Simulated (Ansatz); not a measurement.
Input for Ansatz (development build ahead of 0.2.0):

```yaml
crystal:
  periodic: [false, false, false]
  atoms:
    - { symbol: C, position_ang: [0.0, 0.0, 0.0] }
    - { symbol: H, position_ang: [1.26, 1.26, 1.26] }
    - { symbol: H, position_ang: [-1.26, -1.26, 1.26] }
    - { symbol: H, position_ang: [-1.26, 1.26, -1.26] }
    - { symbol: H, position_ang: [1.26, -1.26, -1.26] }
basis:
  gaussian: { orbitals: pcseg-2 }
magnetization:
  spin_polarized: true
hamiltonian:
  xc: hf
```

The input is written out in the form of the current development build from the run's settings.

Results

```json
{
  "Converged": "yes",
  "Total energy": "-39.69865 hartree",
  "Spin squared of the determinant": "2.666",
  "Stability test": "minimum"
}
```

Caution: the unrestricted determinant is a mixture of spin states.
